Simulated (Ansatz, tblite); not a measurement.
# The cluster Zr4−: rung by rung

Aim: run the doublet of the cluster Zr4− at one geometry on many levels, and compare frontier levels, spin and run time.

Computed with Ansatz 0.2.0, Gaussian basis. Level: as each input shows.

Levels to be run: GFN1-xTB, PBE-D4/def2-TZVPD, r2SCAN-D4/def2-TZVPD, HF/def2-TZVPD, CAM-B3LYP-D4/def2-TZVPD, LDA/def2-TZVPD, LC-ωPBE/def2-TZVPD, PBE-D4/def2-SVPD, PBE0-D4/def2-SVPD, MP2/def2-TZVPD, RPA/def2-TZVPD.

5 further runs of the same task are left out: 2 that didn't finish, 3 set aside as unsound or not needed.

### Step 1. The relaxed structure

The geometry is that of the doublet, from an earlier relaxation (PBE0-D4/def2-SVPD). At that level it is the lowest of the isomers that a small search found.

4 atoms, charge -1, spin multiplicity 2.

Bond lengths: Zr1–Zr2 2.617 Å, Zr1–Zr3 2.671 Å, Zr1–Zr4 2.641 Å, Zr2–Zr3 2.617 Å, Zr3–Zr4 2.640 Å. Angles: Zr2–Zr1–Zr3 59.3°, Zr2–Zr1–Zr4 118.9°, Zr3–Zr1–Zr4 59.6°, Zr1–Zr2–Zr3 61.4°, Zr1–Zr3–Zr2 59.3°, Zr1–Zr3–Zr4 59.6°, Zr2–Zr3–Zr4 118.9°, Zr1–Zr4–Zr3 60.8°.

Zr takes a core potential in the def2 sets. No spin-orbit coupling is included. The ion is computed in the gas phase, without counter-ions or solvent.

PBE0-D4/def2-TZVPD was run before; its log isn't repeated, and its numbers join the tables.

### Step 2. GFN1-xTB

Tight binding, by tblite at 300 K electronic temperature and without a spin-polarisation term:

```python
tblite.interface.Calculator('GFN1-xTB', numbers, positions, charge=-1, uhf=1).singlepoint()
```

Energy -149.3523 eV; 0.012 s.

### Step 3. PBE-D4/def2-TZVPD

start.molden holds the orbitals of an earlier run on this state, given as this run's starting guess.

Input file in.yaml:

```yaml
crystal:
  periodic: [false, false, false]
  atoms:
    - {symbol: Zr, position_ang: [-0.146455, -1.327496, -0.011258]}
    - {symbol: Zr, position_ang: [-2.243400, 0.234705, 0.087977]}
    - {symbol: Zr, position_ang: [0.133017, 1.329055, 0.012233]}
    - {symbol: Zr, position_ang: [2.256829, -0.236274, -0.088942]}
basis:
  gaussian: {orbitals: def2-TZVPD, initial_orbitals: start.molden}
total_charge: -1
magnetization: {spin_polarized: true, initial_magnetization: 1}
hamiltonian: {xc: pbe, dispersion: d4}
scf: {omitted_lower_state_checks: [starts]}
output: {forces: true, orbitals: {seedname: orbitals}}
```

Run with:

```console
$ ansatz run in.yaml --threads 4 --pin off --events-out ev --progress --plain --max-ram 3916MiB
```

After this run come: r2SCAN-D4/def2-TZVPD; HF/def2-TZVPD; CAM-B3LYP-D4/def2-TZVPD; LDA/def2-TZVPD; LC-ωPBE/def2-TZVPD; PBE-D4/def2-SVPD; PBE0-D4/def2-SVPD; MP2/def2-TZVPD; RPA/def2-TZVPD.

Before running them: what should the planned runs give, taken together? Wanted: gap in def2-TZVPD, named functionals and Hartree-Fock, smallest and largest; correlation energy, MP2/def2-TZVPD; ⟨S²⟩ in def2-TZVPD, named functionals and Hartree-Fock, smallest and largest; PBE0 total energy, smallest basis above largest.

The runs gave:

| quantity | value |
| --- | --- |
| gap in def2-TZVPD, named functionals and Hartree-Fock, smallest and largest | 0.08 eV (LDA), 4.79 eV (HF) |
| correlation energy, MP2/def2-TZVPD | -31.06 eV |
| ⟨S²⟩ in def2-TZVPD, named functionals and Hartree-Fock, smallest and largest | 0.754, 6.137 |
| PBE0 total energy, smallest basis above largest | 1.39 eV (def2-SVPD, def2-TZVPD) |

In words: Over the named functionals and Hartree-Fock in def2-TZVPD the gap runs from 0.08 eV (LDA) to 4.79 eV (HF); exact exchange widens it. Over the named functionals and Hartree-Fock in def2-TZVPD spin contamination reaches 5.39 (HF), so some levels may describe another state. LDA, PBE-D4, r2SCAN-D4 put the HOMO above zero: the outermost electron is held by the basis alone.
